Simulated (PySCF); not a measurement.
Species: C₄H₇OP.
Cartesian coordinates in Å at the GFN2-xTB level; atoms count from 1:
```xyz
13
C4H7OP angstrom
C      2.005    1.704    0.743
C      1.167    1.020    0.223
P     -0.012    0.031   -0.668
C     -1.620    0.532    0.045
C      0.320   -1.663   -0.061
O      0.069    0.174   -2.125
H      2.727    2.301    1.222
H     -1.629    0.444    1.127
H     -1.810    1.564   -0.245
H     -2.392   -0.101   -0.390
H      1.313   -1.952   -0.402
H     -0.412   -2.332   -0.509
H      0.270   -1.722    1.022
```

Mulliken charges (e) from the PBE0/pcSseg-1 density (PySCF), one withheld:

```
atom       bonded to   charge
  C1           C2 H7        ?
  C2           C1 P3  -0.0457
  P3     C2 C4 C5 O6  +0.8910
  C4    P3 H8 H9 H10  -0.4741
  C5  P3 H11 H12 H13  -0.4745
  O6              P3  -0.5779
  H7              C1  +0.0611
  H8              C4  +0.1460
  H9              C4  +0.1661
 H10              C4  +0.1567
 H11              C5  +0.1658
 H12              C5  +0.1570
 H13              C5  +0.1459
```

What is the charge on C1?

The charges add up to the total charge, 0. The others sum to +0.3174, which leaves -0.3174 e for C1 (terminal alkyne carbon).

Add each hydrogen's charge to the atom that carries it.

C1 -0.2563, C4 -0.0053, C5 -0.0058. Atoms without hydrogen keep their charges.

Across which bond do the charges differ most?

P3–O6: +0.8910 on P3 against -0.5779 on O6, a difference of 1.4689 e. The lower charge is on the more electronegative element of the two (Pauling values: O 3.44, P 2.19).

Take the bonds between elements whose Pauling electronegativities differ by more than 0.25. In how many does the more electronegative atom carry the lower charge?

In 11 of 11.

How much positive and how much negative charge does this set hold in all?

+1.8896 e on 8 atoms and -1.8896 e on 5.

The Mulliken scheme gives each basis function's population to the atom it is centred on and halves the overlap population of two atoms between them. Isolated species at its GFN2-xTB geometry, gas phase.
